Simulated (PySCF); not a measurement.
Run record: geometry optimisation, [MoOCl4]-, `[O]=[Mo-]([Cl])([Cl])([Cl])[Cl]` [radical].

Method: PBE0-D3(BJ)/def2-SVP geometry optimisation, gas phase, def2 core potentials past Kr (PySCF 2.14.0). Start geometry: GFN2-xTB. A driver script takes a list of jobs; this job's settings line and coordinates (Å) are shown.

Input:
```
{"job": {"xc": "PBE0", "basis": "def2-SVP", "d3": "d3bj", "grid": 1, "maxiter": 30, "shake": 0.01, "kind": "geom"}, "charge": -1, "multiplicity": 2}
O     -0.865420    -0.236160    -1.628680
Mo    -0.111800    -0.029430    -0.201910
Cl    -1.677990    -0.241590     1.543980
Cl     0.660570    -2.145830     0.504500
Cl    -0.153520     2.256480     0.348200
Cl     2.172330     0.366530    -0.610760
```

Output:
```
step   0  E = -1983.24974856  max force = 0.032316
step   1  E = -1983.25076794  max force = 0.025937
step   2  E = -1983.25189477  max force = 0.006663
step   3  E = -1983.25225973  max force = 0.002593
step   4  E = -1983.25234418  max force = 0.001230
step   5  E = -1983.25234857  max force = 0.000900
step   6  E = -1983.25235921  max force = 0.000638
step   7  E = -1983.25238094  max force = 0.000971
step   8  E = -1983.25240451  max force = 0.000842
step   9  E = -1983.25241631  max force = 0.000479
step  10  E = -1983.25242024  max force = 0.000342
optimisation converged
```

Energies in Eh; «max force» is the largest Cartesian gradient component in Eh/bohr.

**Question.** How much energy does the optimisation release, in kJ/mol?

**Answer.** E(step 0) − E(last step) = 0.002672 Eh, which is 7.0 kJ/mol.

**Question.** Give the first gradient maximum in eV/Å.

**Answer.** With 1 Eh/bohr = 51.422 eV/Å, 1.662 eV/Å.

Main results: final energy -1983.25242 Eh after 10 steps.

**Question.** How long does this job take on one thread, Arm Neoverse V1 (aarch64), no GPU (shared host)? And the peak memory of the process?

**Answer.** About 3.2 min, with 0.58 GiB resident at the peak, the Python interpreter and its libraries included.
Labels such as C1 count atoms from 1, the log's own numbers from 0.
